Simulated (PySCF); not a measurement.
# C3H3N (E-propargylimine) at 6 levels

Aim: a comparison of 6 runs (B3LYP/6-31G*, B2PLYP/def2-SVPD, B3LYP/def2-SVPD, BLYP/def2-SVPD, revPBE/def2-SVPD, SCS-MP2/def2-SVPD) of C3H3N (E-propargylimine). Input form: a Python script.

The calculation is run with PySCF 2.14.0.

2 further runs of the same task are left out: 2 set aside as unsound or not needed.

### 1 The system as given

C3H3N: 7 atoms, total charge 0, spin state singlet. As SMILES, `[H]/N=C/C#C`. One bond was lengthened or shortened from a relaxed shape.

Bond lengths: N2–C3 1.269 Å, C3–C4 1.429 Å, C4–C5 1.201 Å, H1–N2 1.019 Å, C3–H6 1.096 Å, C5–H7 1.224 Å. Angles: N2–C3–C4 121.8°, C3–C4–C5 176.6°, N2–C3–H6 123.7°, C4–C3–H6 114.5°, H1–N2–C3 110.0°, C4–C5–H7 178.7°.

### 2 A single-point energy at B3LYP/6-31G(d) (spherical functions) (run 1)

Input file run.py:

```python
from pyscf import gto, dft

mol = gto.M(
    atom='''
H      0.931145    -2.119601     1.284426
N      0.192335    -1.634101     0.776876
C      0.586045    -0.475641     0.441366
C     -0.254245     0.423419    -0.284244
C     -0.906875     1.227559    -0.893134
H      1.580675    -0.078921     0.675546
H     -1.592480     2.029580    -1.514510
''',
    basis='6-31g*',
    max_memory=1860,
    spin=0,
    charge=0,
    verbose=3,
)

myscf = dft.RKS(mol, xc='b3lyp')
myscf.grids.level = 5
myscf.conv_tol = 1e-10
myscf.kernel()
if not myscf.converged:
    myscf = myscf.newton().run(myscf.mo_coeff, myscf.mo_occ)

e_tot = myscf.e_tot
print('Final energy', e_tot)
```

Started as:

```
$ OMP_NUM_THREADS=1 python run.py
```

What it wrote:

```text
converged SCF energy = -170.752657378525
Final energy -170.7526573785247
```

It took 9.9 s on 1 thread of Arm Neoverse V1, shared host; peak memory 0.32 GiB.

### 3 A single-point energy at B2PLYP/def2-SVPD (run 2)

Input file input.py:

```python
from pyscf import gto, dft, mp

molecule = gto.M(
    atom=[
    ('H', (0.931145, -2.119601, 1.284426)),
    ('N', (0.192335, -1.634101, 0.776876)),
    ('C', (0.586045, -0.475641, 0.441366)),
    ('C', (-0.254245, 0.423419, -0.284244)),
    ('C', (-0.906875, 1.227559, -0.893134)),
    ('H', (1.580675, -0.078921, 0.675546)),
    ('H', (-1.592480, 2.029580, -1.514510)),
],
    max_memory=1860,
    verbose=4,
    basis='def2-svpd',
)

calc0 = dft.RKS(molecule, xc='0.53*HF + 0.47*B88, 0.73*LYP')
calc0.conv_tol = 1e-10
calc0.grids.level = 5
calc0.kernel()
if not calc0.converged:
    calc0 = calc0.newton().run(calc0.mo_coeff, calc0.mo_occ)

pt = mp.MP2(calc0, frozen=4).run()
e_final = calc0.e_tot + 0.27 * pt.e_corr
print('PT2 part  %.8f' % (0.27 * pt.e_corr))
print(f'total energy: {e_final:.8f} hartree')
```

Started as:

```
$ OMP_NUM_THREADS=1 python input.py
```

What it wrote:

```text
PySCF version 2.14.0

[... 81 lines left out ...]
converged SCF energy = -170.280439703455
[... 1 line left out ...]
******** <class 'pyscf.mp.mp2.RMP2'> ********
nocc = 10, nmo = 100
frozen orbitals 4
E(RMP2) = -170.989730124213  E_corr = -0.709290420757289
E(SCS-RMP2) = -170.975049840105  E_corr = -0.694610136649614
E_corr(same-spin) = -0.180621194145153
E_corr(oppo-spin) = -0.528669226612136
PT2 part  -0.19150841
total energy: -170.47194812 hartree
```

Run time: 23 s. Hardware: 1 thread of Arm Neoverse V1, shared host; peak memory 0.53 GiB.

Runs 3 to 5 aren't shown in full; the table further down has their settings and results.

### 4 The energy at SCS-MP2/def2-SVPD (run 6)

Input file input.py:

```python
from pyscf import gto, mp

mol = gto.M(
    atom=[
    ('H', (0.931145, -2.119601, 1.284426)),
    ('N', (0.192335, -1.634101, 0.776876)),
    ('C', (0.586045, -0.475641, 0.441366)),
    ('C', (-0.254245, 0.423419, -0.284244)),
    ('C', (-0.906875, 1.227559, -0.893134)),
    ('H', (1.580675, -0.078921, 0.675546)),
    ('H', (-1.592480, 2.029580, -1.514510)),
],
    verbose=3,
    max_memory=1860,
    basis='def2-svpd',
)

mf = mol.RHF()
mf.conv_tol = 1e-10
mf.kernel()
if not mf.converged:
    mf = mf.newton().run(mf.mo_coeff, mf.mo_occ)

pt = mp.MP2(mf, frozen=4).run()
e_tot = mf.e_tot + 1.2 * pt.e_corr_os + pt.e_corr_ss / 3
print('E = %.10f Eh' % e_tot)
```

Started as:

```
$ OMP_NUM_THREADS=1 python input.py
```

What it wrote:

```text
converged SCF energy = -169.567606608891
E(RMP2) = -170.134185724387  E_corr = -0.566579115496633
E(SCS-RMP2) = -170.123198821177  E_corr = -0.555592212286269
E = -170.1231988212 Eh
```

Run time: 3.3 s. Hardware: 1 thread of Arm Neoverse V1, shared host; peak memory 0.27 GiB.

### 5 Overview of the runs

```csv
run,level,frozen core orbitals,integration grid,energy (Eh),dipole moment (D) of the reference,HOMO energy (eV),LUMO energy (eV),wall time
1,B3LYP/6-31G* (spherical functions),–,5,-170.752657,1.91,-7.48,-1.20,9.9 s
2,B2PLYP/def2-SVPD,4,5,-170.471948,2.04,-9.04,-0.04,23 s
3,B3LYP/def2-SVPD,–,5,-170.647827,1.97,-7.88,-1.75,21 s
4,BLYP/def2-SVPD,–,5,-170.590614,1.92,-6.44,-2.38,20 s
5,revPBE/def2-SVPD,–,5,-170.604958,1.88,-6.49,-2.43,19 s
6,SCS-MP2/def2-SVPD,4,–,-170.123199,2.13,-10.63,2.40,3.3 s
```

### 6 What came out

| quantity | value |
| --- | --- |
| run 6: total energy | -170.12320 Eh |
| run 6: dipole moment (Hartree–Fock density) | 2.13 D |
| run 6: HOMO energy (Hartree–Fock orbitals) | -10.63 eV |
| run 6: LUMO energy (Hartree–Fock orbitals) | 2.40 eV |
| run 6: HOMO–LUMO gap (Hartree–Fock orbitals) | 13.03 eV |
| run 6: correlation energy (4 core orbitals frozen) | -555.6 mEh |

**Reading.** Over runs 1, 2, 3, 4, 5 the dipole moment (its size) runs from 1.88 D (revPBE/def2-SVPD) to 2.04 D (B2PLYP/def2-SVPD). A double hybrid's value is that of its SCF part. Over runs 1, 2, 3, 4, 5 the HOMO–LUMO gap runs from 4.06 eV (revPBE/def2-SVPD) to 9.00 eV (B2PLYP/def2-SVPD). Totals of different functionals can't be ranked against each other. All runs together took 95 s, the longest 23 s.
